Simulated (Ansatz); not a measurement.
**Energy profile**

The step: BH₂F ([BH2][F]) + H₂O → BH₃O ([BH2][OH]) + HF; bonds formed: F2–H5; dative contacts that become bonds: B1–O6; bonds broken: B1–F2, H5–O6 (atoms numbered as in the saddle structure below).

```csv
atom,x (Å),y (Å),z (Å)
B1,0.1678,-0.0505,-0.5761
F2,-0.6146,-1.2773,0.2355
H3,1.1490,-0.5456,-1.0381
H4,-0.6438,0.4972,-1.2638
H5,-0.2676,-0.5321,0.9645
O6,0.3841,0.5692,0.7707
H7,-0.1748,1.3390,0.9073
```

Electronic energies by CCSD(T) at an estimated basis limit (MP2 extrapolated from triple and quadruple zeta, plus CCSD(T) − MP2 in triple zeta), on PBE0-D4/def2-TZVP structures; BH4OF, closed shell; no counterpoise correction. Computed with Ansatz 0.2.0 (basis: def2-TZVPP and def2-QZVPP); correlated methods freeze the cores. Extrapolation: Hartree–Fock as exp(−7.88 √X), correlation as X^−2.97.

(1) Give the profile in eV, counted from the separated reactants. (An estimate is asked for; the value comes from the calculation.)

T1 diagnostic: at most 0.014.

Answers

(1) By the calculation:
| point | eV |
| --- | --- |
| separated: BH2F (linked as [BH2][F]; B1, F2, H3, H4; singlet) + H2O (H5, O6, H7; singlet) | 0.000 |
| start structure | -0.386 |
| saddle | 0.578 |
| end structure | -0.311 |
| separated: BH3O (linked as [BH2][OH]; B1, H3, H4, O6, H7; singlet) + HF (F2, H5; singlet) | -0.001 |

The step is the kind of ligand exchange by which a precursor binds to a hydroxyl group, or is hydrolysed, in atomic layer deposition of oxides.

For scale, one of the runs: CCSD(T)/def2-TZVPP, 149 basis functions, launched by `ansatz run in.yaml --threads 2 --pin off --events-out ev --progress --plain --max-ram 4352MiB`. Hardware: 2 CPU threads of an Intel Xeon 6975P-C, shared host. Wall time 7.5 s; peak host memory 1.1 GiB.
